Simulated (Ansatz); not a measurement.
Ansatz results at the PBE0-D4/def2-TZVP geometry: HOMO energy (PBE0/def2-TZVPP) -6.46 eV; HOMO energy (PBE/def2-TZVPP) -5.19 eV; LUMO energy (B3LYP/def2-TZVPP) -2.01 eV.

Which molecule gave them?
A. `[OH][Na]`
B. `[Na][Cl]`
C. `C#[C][Na]`
D. `[CH3][Na]`

B. The others give `[CH3][Na]`: -4.59, -3.75, -1.53; `C#[C][Na]`: -5.88, -4.80, -1.75; `[OH][Na]`: -5.09, -3.63, -1.52.

B3LYP here is the variant with VWN-RPA as its local correlation; programs differ in this.
